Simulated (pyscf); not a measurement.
Single points on ωB97X-D3(BJ)/def2-SVP structures (PySCF, gas phase).

Question: For the elementary gas-phase step H₂N–SiH₂–NH₂ + NH [triplet] -> H₂N–SiH•–NH₂ + amino radical (NH₂•) (triplet surface; H–Si broken, H–N formed), what barrier and reaction energy does ωB97M-D3(BJ)/def2-TZVP give, measured from the separated reactants?…

Answer: ΔE‡ = 43.2 kJ/mol, ΔE = +2.7 kJ/mol. Zero-point energy shifts the barrier by -4.2 kJ/mol. It is a hydrogen abstraction, with an imaginary mode of 1525i cm⁻¹. On the product side the descent ends in a complex (not fully relaxed), 16.9 kJ/mol under the separated species and 56.6 kJ/mol under the saddle at ωB97X-D3(BJ)/def2-TZVP. H₂N–SiH•–NH₂ + NH₂• also meet on a surface of lower spin, which isn't treated here. One saddle was located; it need not be the lowest between these sides. The angle at the transferred H is 169°.
